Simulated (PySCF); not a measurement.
Computed data sheet: `F[SiH2]F` (difluorosilane)

Compound: difluorosilane, F2H2Si.
Z-matrix (Å and degrees, GFN2-xTB geometry), rows numbered from 1:
```
F 
Si  1  1.5940
F   2  1.5939  1  102.96
H   2  1.4427  1  107.95  3  -113.99
H   2  1.4429  1  107.95  3   114.01
```

**GFN2-xTB geometry**

```yaml
Point_group_of_the_GFN2-xTB_geometry: C2v
Rotational_constants_A_B_C_of_the_GFN2-xTB_geometry: 22.685, 8.116, 6.462 GHz
```

From PBE0/pcSseg-1 ground state and GIAO shieldings, non-relativistic (PySCF):

```yaml
Dipole_moment: 2.11 D
HOMO_energy: -10.15 eV
LUMO_energy: 0.44 eV
HOMO–LUMO_gap: 10.59 eV
Lowest_Hirshfeld_atomic_charge: -0.20 e on F1/F3
Highest_Hirshfeld_atomic_charge: +0.53 e on Si2
1H_chemical_shifts_computed_TMS_as_zero_by_class: 4.97 (H4/H5) ppm
Isotropic_shieldings_of_nuclei_other_than_C_and_H_by_class: 333 (F1/F3), 364 (Si2) ppm
Mayer_bond_orders_between_heavy_atoms: F1–Si2 0.95, Si2–F3 0.95
```

Monoisotopic mass from the formula: 67.9894 u.

With B = h/(8π²I), that is 505.379 GHz u Å² over I, the principal moments of inertia are 22.3, 62.3 and 78.2 u Å² (most abundant isotopes). The rotational constants make it an asymmetric top with κ = (2B − A − C)/(A − C) = -0.80, nearer the prolate limit (−1). The dipole matches unit charges of opposite sign 0.44 Å apart (1 e·Å = 4.8032 D). A dipole of 2.11 D is allowed in C2v, and pure rotational transitions are dipole-allowed.

Isolated species at its GFN2-xTB geometry, gas phase.
